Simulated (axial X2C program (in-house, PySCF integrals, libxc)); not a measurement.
**Bond lengths and stretching modes, held linear, of OAlO²⁺**

Calculated with an axial X2C code built on PySCF integrals: two-component X2C with atomic mean-field Coulomb and Gaunt terms, Gaussian nuclei, basis O dyall-av3z, Al dyall-v3z with contracted cores. Spin-free rows use the one-electron spin-free X2C Hamiltonian.

Masses O 15.995, Al 26.982, O 15.995 u. States: 2c Ω = 5/2 (beyond evenly filled blocks: ω = -1/2, 2 × ω = 3/2); spin-free M_S = 3/2, Λ = 1 (beyond evenly filled blocks: 2 × π+α, π+β, 2 × π-α).

PBE0, spin-free: energies above the lowest point

| r(O–Al) (Å) | r(Al–O) (Å) | E (meV) |
| --- | --- | --- |
| 1.7638 | 1.7638 | 39.05 |
| 1.7638 | 1.8090 | 11.20 |
| 1.7638 | 1.8542 | 5.71 |
| 1.8090 | 1.7638 | 11.20 |
| 1.8090 | 1.8090 | 0.00 |
| 1.8090 | 1.8542 | 10.99 |
| 1.8090 | 1.8995 | 36.23 |
| 1.8542 | 1.7638 | 5.71 |
| 1.8542 | 1.8090 | 10.99 |
| 1.8542 | 1.8542 | 38.38 |
| 1.8995 | 1.8090 | 36.23 |
| 1.8995 | 1.8995 | 138.08 |

Question: Fit a quadratic surface with cubic terms in each bond: where is the minimum, and what are the two stretching wavenumbers?

Answer: At PBE0, spin-free: bonds 1.808 and 1.808 Å; harmonic stretches 330.0 and 568.6 cm⁻¹; force constants 1.76, 1.76 and coupling 1.29 mdyn/Å.

The other levels and Hamiltonians give:

```tsv
Hamiltonian	level	r(O–Al) (Å)	r(Al–O) (Å)	lower stretch (cm⁻¹)	upper stretch (cm⁻¹)
2c	PBE0	1.808	1.808	329.5	568.6
```

Each state is one determinant, the lowest of a limited PBE0 search; the stretches come from a fit to these few points and carry an uncertainty of a few per cent. Other orders of the atoms were not compared. Left out for rough or failed fits: HF 2c, BHandHLYP 2c, MP2 2c, HF spin-free, BHandHLYP spin-free, MP2 spin-free. A multiply charged ion may be only metastable. The molecule was held linear; bending was not examined, so a bent shape may lie lower. Note: functional without a current term on a determinant with orbital currents, of the molecule or an atom. Note: several unpaired electrons, one determinant need not be a pure state.
